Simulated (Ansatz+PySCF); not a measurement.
## singlet B₂H₆: levels of theory in one basis

```
atom    x (Å)    y (Å)    z (Å)
   B   0.0000   0.0000   0.8104
   B   0.0000   0.0000  -0.8104
   H   0.9139   0.0000   0.0000
   H  -0.9139   0.0000   0.0000
   H   0.0000   0.9674   1.3494
   H   0.0000  -0.9674   1.3494
   H   0.0000   0.9674  -1.3494
   H   0.0000  -0.9674  -1.3494
```

Basis set: def2-SVP (spherical functions). Left uncorrelated: 2 orbitals. Charge 0, multiplicity 1.

Computed with Ansatz (development build ahead of 0.2.0); each method stands on the lowest determinant of its kind that the runs found.

| method | E − E(RHF) (eV) | <S²> of the determinant |
| --- | --- | --- |
| RHF | 0.00 | 0.00 |
| RHF-MP2 | -5.89 | – |
| RHF-CCSD(T) | -7.12 | – |

Q: What does RHF-CCSD give on the same scale?

A: -6.97 eV.

Q: Is a single determinant a sound starting point here?

A: By this sign, yes. Unrestricted orbitals gain 0.00 eV and <S²> is 0.00 against 0.00 for a pure state.
